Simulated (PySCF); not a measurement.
Gas-phase reaction: HSiNH2 + SiHCl3 → NH + H3SiSiCl3

Method: PySCF energies (xtb for GFN2) plus ideal-gas RRHO corrections (1 bar). † marks an energy on the PBE0/def2-TZVP geometry and frequencies; other levels use their own. CCSD(T) freezes the core. Open shells (unrestricted): NH (multiplicity 3); the rest are closed-shell singlets. GFN2 has no spin-polarisation term. B3LYP is the form with VWN-RPA correlation. HSiNH2, H3SiSiCl3: computed as isolated molecules; such fragments, hydroxides, amides, oligomers or adducts are transient or little studied in the gas. CCSD(T) isn't extrapolated to the basis-set limit. The harmonic model lacks anharmonicity and excited electronic states, which grow with temperature; levels with a mode under 35 cm⁻¹ are left out. Internal rotation in HSiNH2, H3SiSiCl3 is treated as a harmonic vibration of one conformer, which makes the entropy rough.

| level | ΔE electronic, kJ | ΔH°(298 K), kJ | ΔS°(298 K), J/K | ΔG°(600 K), kJ |
|---|---|---|---|---|
| B3LYP/def2-TZVP† | 306 | 287 | -2 | 286 |
| CCSD(T)/def2-SVP† | 279 | 259 | -2 | 258 |
| GFN2-xTB | 496 | 481 | 5 | 476 |
| M06-2X/def2-TZVP† | 315 | 296 | -2 | 295 |
| PBE0/def2-SVP† | 287 | 267 | -2 | 266 |
| r2SCAN/def2-TZVP† | 279 | 260 | -2 | 259 |
| ωB97X-V/def2-TZVP† | 293 | 274 | -2 | 273 |
ΔH° is lowest at CCSD(T)/def2-SVP† and highest at GFN2-xTB. No reference value is set beside these.
